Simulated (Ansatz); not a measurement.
Results of rVV10 (Ansatz, a program for electronic structure, PAW) for rock-salt RbBr.

Run with plane-wave cutoff 520 eV, 8×8×8 k mesh, Fermi–Dirac smearing 0.01 eV, scalar-relativistic PAW data made under PBE.

A third-order Birch–Murnaghan fit to the energies gives V0 = 40.145 Å³/atom, B0 = 16.3 GPa, B′ = 5.1.

```tsv
V (Å³/atom)	P (GPa)
37.741	1.175
38.544	___
39.347	0.344
40.150	-0.002
40.953	___
41.756	-0.579
42.559	___
```

Question: Estimate the withheld pressures from this fit; the answers are the runs' own values.

Answer: 
- 38.544, P (GPa): 0.734
- 40.953, P (GPa): -0.308
- 42.559, P (GPa): -0.818

The formula P = (3/2) B0 (x^(7/3) − x^(5/3)) [1 + (3/4)(B′ − 4)(x^(2/3) − 1)] with x = V0/V meets the computed pressures within 0.01 GPa when these rounded values are put in.

Measured, for comparison: bulk modulus 16 GPa (4 K, zero-point motion not removed; as tabulated in Doll and Stoll (1998), arXiv:cond-mat/9801031); equilibrium volume per atom 39.69 Å³/atom (low temperature, zero-point motion not removed; as tabulated in Doll and Stoll (1998), arXiv:cond-mat/9801031). Computed (rounded) less measured: bulk modulus +2 %, equilibrium volume per atom +1.2 %.

The computed numbers hold no vibrational or temperature effects.

Computing time: roughly 40 core-seconds.
